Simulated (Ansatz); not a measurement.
Basis sets compared for Si(SMe)H3 (CH₆SSi). The state is a singlet with charge 0. Geometry PBE-D4/def2-TZVP. Ansatz on 4 threads of Arm Neoverse N1 on a shared host; times are rough, and most runs start from earlier orbitals.

Cartesian coordinates in Å:
```
Si 1.188 -0.887 -0.171
S -0.949 -0.897 -0.257
C -1.262 0.860 0.159
H -0.884 1.099 1.161
H -2.351 0.994 0.147
H -0.811 1.530 -0.584
H 1.778 0.026 -1.201
H 1.621 -2.292 -0.427
H 1.670 -0.434 1.173
```

Binding counts from free atoms (Si triplet, S triplet, C triplet, H doublet) in the same basis, without a counterpoise term.

```
              level  functions  energy (Eh)  HOMO (eV)  LUMO (eV)  binding per atom (eV)  wall time
          HF/STO-3G         29    -719.6906      -6.74      10.91                   3.31     0.15 s
       HF/def2-TZVP        141    -727.8790      -9.73       3.14                   2.52      0.8 s
    PBE-D4/def2-SVP         80    -728.7780      -5.61      -0.36                   3.36      0.8 s
   PBE-D4/def2-TZVP        141    -729.0685      -5.75      -0.76                   3.37      1.4 s
r2SCAN-D4/def2-TZVP        141    -729.3689      -6.00      -0.41                   3.36      3.1 s
   PBE0-D4/def2-SVP         80    -728.8543      -6.87       0.52                   3.33      1.1 s
  PBE0-D4/def2-TZVP        141    -729.1407      -6.95       0.11                   3.34      1.6 s
```

(1) Estimate the rows for PBE-D4/def2-TZVPD, r2SCAN-D4/def2-TZVPD, PBE0-D4/def2-TZVPD.

Results:

(1) 
| level | functions | energy (Eh) | HOMO (eV) | LUMO (eV) | binding per atom (eV) | wall time |
| --- | --- | --- | --- | --- | --- | --- |
| PBE-D4/def2-TZVPD | 180 | -729.0696 | -5.80 | -0.96 | 3.37 | 2.2 s |
| r2SCAN-D4/def2-TZVPD | 180 | -729.3697 | -6.03 | -0.55 | 3.36 | 4.5 s |
| PBE0-D4/def2-TZVPD | 180 | -729.1416 | -6.98 | -0.17 | 3.34 | 2.6 s |
